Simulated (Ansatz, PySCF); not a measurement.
This Ansatz (a first-principles code) input computes a PBE/def2-TZVPD energy:

Ansatz 0.2 input:
```yaml
crystal:
  periodic: [false, false, false]
  atoms:
    - {symbol: C, position_ang: [0.78795820, 1.54784882, 0.21221775]}
    - {symbol: C, position_ang: [0.28902993, 0.60427555, -0.58651723]}
    - {symbol: C, position_ang: [-0.62032961, -0.41667002, -0.24222137]}
    - {symbol: C, position_ang: [-0.41497079, -1.63558151, 0.34267517]}
    - {symbol: H, position_ang: [1.51309580, 2.29090719, -0.13309180]}
    - {symbol: H, position_ang: [0.52049195, 1.65172282, 1.27959290]}
    - {symbol: H, position_ang: [-1.64428815, -0.23030318, -0.58744657]}
    - {symbol: H, position_ang: [0.57097782, -1.94120393, 0.67658602]}
    - {symbol: H, position_ang: [-1.21040375, -2.37036004, 0.40743355]}
basis:
  gaussian:
    orbitals: def2-TZVPD
hamiltonian:
  xc: {name: PBE}
total_charge: -1
output: {forces: true}
```

Q: Write an input for the same energy in PySCF and say what it gives.

A: 
```python
from pyscf import gto, scf, dft

mol = gto.M(
    atom='''
    C     0.78795820    1.54784882    0.21221775
    C     0.28902993    0.60427555   -0.58651723
    C    -0.62032961   -0.41667002   -0.24222137
    C    -0.41497079   -1.63558151    0.34267517
    H     1.51309580    2.29090719   -0.13309180
    H     0.52049195    1.65172282    1.27959290
    H    -1.64428815   -0.23030318   -0.58744657
    H     0.57097782   -1.94120393    0.67658602
    H    -1.21040375   -2.37036004    0.40743355
    ''',
    basis='def2-tzvpd',
    charge=-1,
    spin=0,
    verbose=4,
)

mf = dft.RKS(mol, xc='pbe').density_fit(auxbasis='def2-universal-jkfit')
mf.grids.level = 3
mf.conv_tol = 1e-9
mf.max_cycle = 100
mf.max_memory = 1500
mf.kernel()
if not mf.converged:
    mf = mf.newton()
    mf.kernel(mf.make_rdm1())
mf.analyze()
```
It gives -155.19280 Eh, and Ansatz -155.19272 Eh, a difference of 0.08 mEh, from the treatment of integrals and grids.

It need not be the lowest isomer of its formula. Whether it binds its extra electron was not tested at this geometry.
